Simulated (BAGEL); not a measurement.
**BH3 (borane) at FCI/STO-3G (density fitting with qzvpp-jkfit)**

Aim: the energy change on altering one bond length of BH3 (borane) at FCI/STO-3G (density fitting with qzvpp-jkfit), from 2 runs. 

The results are computed with BAGEL 1.2.2.

17 further runs of the same task are left out: 17 set aside as unsound or not needed.

## 1. The structure to begin with

BH3: 4 atoms, total charge 0, spin state singlet. SMILES: `B`. Geometry: relaxed at PBE0-D4/def2-TZVP.

Bond lengths: B1–H2 1.193 Å, B1–H3 1.193 Å, B1–H4 1.193 Å. Angles: H2–B1–H3 120.0°, H2–B1–H4 120.0°, H3–B1–H4 120.0°.

## 2. The energy at FCI/STO-3G (density fitting with qzvpp-jkfit)

File job.json:

```json
{ "bagel": [

{
  "title": "molecule",
  "basis": "sto-3g",
  "df_basis": "qzvpp-jkfit",
  "angstrom": true,
  "geometry": [
    { "atom": "B", "xyz": [    0.013900,   -0.015100,   -0.005100 ] },
    { "atom": "H", "xyz": [    0.982200,    0.381700,    0.568800 ] },
    { "atom": "H", "xyz": [   -0.276200,   -1.171800,    0.043000 ] },
    { "atom": "H", "xyz": [   -0.664400,    0.744900,   -0.626900 ] }
  ]
},
{ "title": "hf", "charge": 0 },
{ "title": "fci", "nstate": 1, "charge": 0, "ncore": 1 }

]}
```

Command:

```
$ BAGEL_NUM_THREADS=1 BAGEL job.json > job.out
```

The log of the run:

```text
* using 1 threads per process

  ===============================================================
  ===============================================================

  *** Geometry ***

  { "atom" : "B", "xyz" : [      0.026267,     -0.028535,     -0.009638 ] },
  { "atom" : "H", "xyz" : [      1.856089,      0.721308,      1.074876 ] },
  { "atom" : "H", "xyz" : [     -0.521942,     -2.214381,      0.081258 ] },
  { "atom" : "H", "xyz" : [     -1.255534,      1.407657,     -1.184669 ] },

  Number of auxiliary basis functions:      129

  Since a DF basis is specified, we compute 2- and 3-index integrals:
    o Being stored without compression. Storage requirement is 0.000 GB

  Number of basis functions:        8
  Number of electrons      :        8

    * METHOD: MOLECULE                             0.02

  *** RHF ***

  === Nuclear Repulsion ===
     7.4188382348

      * DIIS with orbital gradients will be used.

  === RHF iteration (sto-3g) ===
      0        -26.04824171          0.02572760           0.00
      1        -26.06766850          0.00552241           0.00
      2        -26.06871514          0.00066680           0.00
      3        -26.06872981          0.00000574           0.00
      4        -26.06872982          0.00000006           0.00
      5        -26.06872982          0.00000000           0.00
    * SCF iteration converged.

    * Permanent dipole moment:
           (   -0.000046,     0.000035,     0.000076) a.u.

    * METHOD: HF                                   0.02

  ---------------------------
        FCI calculation
  ---------------------------

  Performs exactly the same way as Knowles & Handy 1984 CPL

  o alpha-beta strings
      length:            70
  o size of the space
      determinant space:  1225
      spin-adapted space: 490

  o single displacement lists (alpha)
      length:           525
  o single displacement lists (beta)
      length:           525
 Constructing space of all determinants that can formed by removing 1 electron from 3 alpha and 3 beta electrons.

 Space is made up of 4 determinants.
  o forming links

     guess   0:   closed 111....              open .......

  === FCI iteration ===

      0  0       -26.06872982     8.47e-03      0.00
      1  0       -26.11951473     2.11e-03      0.00
      2  0       -26.12180708     4.75e-04      0.00
      3  0       -26.12191196     9.32e-05      0.00
      4  0       -26.12191642     1.95e-05      0.00
      5  0       -26.12191662     4.11e-06      0.00
      6  0       -26.12191663     1.06e-06      0.00
      7  0       -26.12191663     1.93e-07      0.00
      8  0       -26.12191663     3.04e-08      0.00
      9  0       -26.12191663     4.92e-09      0.00
     10  0       -26.12191663     8.08e-10      0.00
     11  0       -26.12191663     1.56e-10      0.00
     12  0 *     -26.12191663     2.96e-11      0.00

     * ci vector, state   0, <S^2> = 0.0000
       222....     0.9835931345
       22...2.    -0.0625090107
       2.2...2    -0.0624929975
       .222...    -0.0577737440

    * METHOD: FCI                                  0.01

  ===============================================================
```

Wall time 0.28 s (1 thread of Intel Xeon Platinum 8488C (Sapphire Rapids), shared host).

## 3. The distorted shape at the same level

File calc.json:

```json
{ "bagel" : [

{
  "title" : "molecule",
  "basis" : "sto-3g",
  "df_basis" : "qzvpp-jkfit",
  "angstrom" : true,
  "geometry" : [
    { "atom" : "B", "xyz" : [    0.158940,    0.563211,   -0.029148 ] },
    { "atom" : "H", "xyz" : [    1.127240,    0.960011,    0.544752 ] },
    { "atom" : "H", "xyz" : [   -0.276200,   -1.171800,    0.043000 ] },
    { "atom" : "H", "xyz" : [   -0.519360,    1.323211,   -0.650948 ] }
  ]
},
{
  "title" : "hf"
},
{
  "title" : "fci",
  "nstate" : 1,
  "ncore" : 1
}

]}
```

Command:

```
$ BAGEL_NUM_THREADS=1 BAGEL calc.json > calc.out
```

The log of the run:

```text
* using 1 threads per process

  ===============================================================
  ===============================================================

  *** Geometry ***

  { "atom" : "B", "xyz" : [      0.300353,      1.064315,     -0.055082 ] },
  { "atom" : "H", "xyz" : [      2.130175,      1.814158,      1.029432 ] },
  { "atom" : "H", "xyz" : [     -0.521942,     -2.214381,      0.081258 ] },
  { "atom" : "H", "xyz" : [     -0.981448,      2.500506,     -1.230113 ] },

  Number of auxiliary basis functions:      129

  Since a DF basis is specified, we compute 2- and 3-index integrals:
    o Being stored without compression. Storage requirement is 0.000 GB

  Number of basis functions:        8
  Number of electrons      :        8

    * METHOD: MOLECULE                             0.02

  *** RHF ***

  === Nuclear Repulsion ===
     6.5748026544

      * DIIS with orbital gradients will be used.

  === RHF iteration (sto-3g) ===
      0        -25.89917959          0.04031218           0.00
      1        -25.94002552          0.00908880           0.00
      2        -25.94218634          0.00251328           0.00
      3        -25.94236198          0.00007937           0.00
      4        -25.94236215          0.00000834           0.00
      5        -25.94236216          0.00000050           0.00
      6        -25.94236216          0.00000002           0.00
      7        -25.94236216          0.00000000           0.00
    * SCF iteration converged.

    * Permanent dipole moment:
           (   -0.047407,    -0.188830,     0.007921) a.u.

    * METHOD: HF                                   0.02

  ---------------------------
        FCI calculation
  ---------------------------

  Performs exactly the same way as Knowles & Handy 1984 CPL

  o alpha-beta strings
      length:            70
  o size of the space
      determinant space:  1225
      spin-adapted space: 490

  o single displacement lists (alpha)
      length:           525
  o single displacement lists (beta)
      length:           525
 Constructing space of all determinants that can formed by removing 1 electron from 3 alpha and 3 beta electrons.

 Space is made up of 4 determinants.
  o forming links

     guess   0:   closed 111....              open .......

  === FCI iteration ===

      0  0       -25.94236216     9.05e-03      0.00
      1  0       -26.02141650     3.08e-03      0.00
      2  0       -26.02716102     8.66e-04      0.00
      3  0       -26.02757907     2.13e-04      0.00
      4  0       -26.02760727     5.21e-05      0.00
      5  0       -26.02760897     1.24e-05      0.00
      6  0       -26.02760906     3.08e-06      0.00
      7  0       -26.02760907     9.16e-07      0.00
      8  0       -26.02760907     1.97e-07      0.00
      9  0       -26.02760907     3.76e-08      0.00
     10  0       -26.02760907     7.12e-09      0.00
     11  0       -26.02760907     1.95e-09      0.00
     12  0       -26.02760907     6.09e-10      0.00
     13  0       -26.02760907     2.06e-10      0.00
     14  0 *     -26.02760907     8.58e-11      0.00

     * ci vector, state   0, <S^2> = 0.0000
       222....     0.9587813693
       22..2..    -0.2247055574
       2.2...2    -0.0596134578
       .222...    -0.0562984963

    * METHOD: FCI                                  0.01

  ===============================================================
```

Run time: 0.28 s. Hardware: 1 thread of Intel Xeon Platinum 8488C (Sapphire Rapids), shared host.

## 4. Summary of results

At FCI/STO-3G (density fitting with qzvpp-jkfit), 1 core orbital frozen:

| quantity | value |
| --- | --- |
| first shape: total energy | -26.12192 Eh |
| distorted shape: total energy | -26.02761 Eh |
| energy change with the B1–H3 bond stretched from 1.193 to 1.790 Å | 2.566 eV |

In words: With the B1–H3 bond stretched from 1.193 to 1.790 Å the energy rises by 2.57 eV (248 kJ/mol). The first shape isn't relaxed at this level, so the change isn't measured from a minimum. The minimal basis adds a large error of its own.
